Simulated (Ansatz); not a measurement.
We consider rutile SnO2, described by PBE+SOC in Ansatz (plane waves, PAW).

Numerical settings: plane-wave cutoff 520 eV, 8×8×10 k mesh (along the axes of the cell as run), Fermi–Dirac smearing 0.01 eV, PAW data made under PBE.

Energies at three volumes about the minimum:

```
V (Å³/atom)  E − E_lowest (meV/atom)
-----------  -----------------------
12.324                          2.75
12.575                          0.00
12.827                          2.51
```

Q: Fit a parabola by hand: where is the minimum, and what is the bulk modulus?

A: Slopes: (0.00 − 2.75)/(12.575 − 12.324) = -10.956 and (2.51 − 0.00)/(12.827 − 12.575) = 9.960 meV/Å³. Curvature E″ = 2 × (9.960 − (-10.956))/(12.827 − 12.324) = 83.165 meV/Å⁶. From the middle of the first interval, the slope vanishes at V0 = 12.4495 − (-10.956)/83.165 = 12.581 Å³/atom. B = V0 E″ = 12.581 × 83.165 meV/Å³ × 0.1602 GPa per meV/Å³ = 168 GPa. The full Birch–Murnaghan fit to all volumes gives V0 = 12.575 Å³/atom and B0 = 167 GPa.

Shape and atoms are relaxed at each volume.

Measured, for comparison: bulk modulus 212 GPa (temperature not stated, not corrected to a static lattice, from measured elastic constants; as tabulated in Toher et al. (2017), arXiv:1611.05714). Computed (rounded) less measured: bulk modulus -21 %.

Note: the bulk modulus comes from volumes at which shape and atoms were relaxed.

Ansatz is a quantum-chemistry and plane-wave program.
